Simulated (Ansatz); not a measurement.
A made-up structure of CH4NSi, doublet:

C1  (-1.186, 0.468, -0.761)
Si2  (0.371, 0.112, 0.441)
N3  (1.338, -1.394, 0.181)
H4  (-1.479, -0.308, -1.648)
H5  (-1.890, 1.453, -0.658)
H6  (0.618, 1.287, 1.596)
H7  (2.227, -1.618, 0.849)
(Å)

It is relaxed with PBE-D4/def2-SVP and then PBE0-D4/def2-TZVP (Ansatz 0.2.0). Atoms count as bonded within 1.22 times the sum of their covalent radii (H–H: 0.88 Å). The end point is not checked to be a true minimum.

Question: Does its bonding change? (Judge from chemistry; the calculation decides.)

Answer: Computed: No: no bond forms or breaks.

Where it ends: The first stage lowers the energy by 1.46 eV in 7 steps. It ends as CH₄NSi ([CH2][SiH][NH]):
C1  (-1.059, 0.418, -0.679)
Si2  (0.332, 0.100, 0.394)
N3  (1.195, -1.244, 0.161)
H4  (-1.321, -0.275, -1.471)
H5  (-1.687, 1.297, -0.588)
H6  (0.552, 1.149, 1.425)
H7  (1.989, -1.445, 0.759)
(Å)

Labels in which every atom is bracketed show which atoms are joined, not bond orders.

For scale, one of the runs: PBE0-D4/def2-TZVP relaxation, 123 basis functions, launched by `ansatz run in.yaml --threads 2 --pin off --events-out ev --progress --plain --max-ram 4352MiB`. Hardware: 2 CPU threads of an Arm Neoverse V1, shared host. Wall time about 29 s.
